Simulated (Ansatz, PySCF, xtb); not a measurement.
Isomers of CHN: 1 is C#N, 2 is [NH+]#[C-]; one conformer of each (the lowest of an xTB search), B3LYP-D3(BJ)/def2-TZVP minima.
Isomer 1 (charge 0, multiplicity 1, Z-matrix in Å and degrees):
```
C
N 1 1.1462
H 1 1.0667 2 180.00
```
Isomer 2 (charge 0, multiplicity 1):
| atom | x (Å) | y (Å) | z (Å) |
|---|---|---|---|
| C | 1.1085 | 0.0000 | 0.0000 |
| N | -0.0555 | 0.0000 | 0.0000 |
| H | -1.0530 | 0.0001 | 0.0000 |

No zero-point or thermal terms.

Cores are frozen in the correlated methods. CBS(a, b) extrapolates the correlation energy as X⁻³ and adds the Hartree–Fock energy of set b.

Run with Ansatz (a program for electronic structure) with Gaussian orbitals; PySCF for the dispersion terms; xtb for the GFN methods. Each number belongs to the level named beside it.

```csv
level,electronic energy of isomer 2 less that of isomer 1 (eV)
GFN1-xTB,0.921
PBE-D3(BJ)/def2-TZVPP,0.643
PBE-D4/def2-TZVPP,0.644
revPBE-D4/def2-TZVPP,0.647
B3LYP-D3(BJ)/def2-TZVPP,0.599
CAM-B3LYP-D3(BJ)/def2-TZVPP,0.569
CAM-B3LYP-D4/def2-TZVPP,0.569
CCSD/cc-pVDZ,___
"CCSD(T)/CBS(cc-pVTZ, cc-pVQZ)",0.642
```

Task: What belongs in the gaps?

Result: 
- CCSD/cc-pVDZ, electronic energy of isomer 2 less that of isomer 1 (eV): 0.664
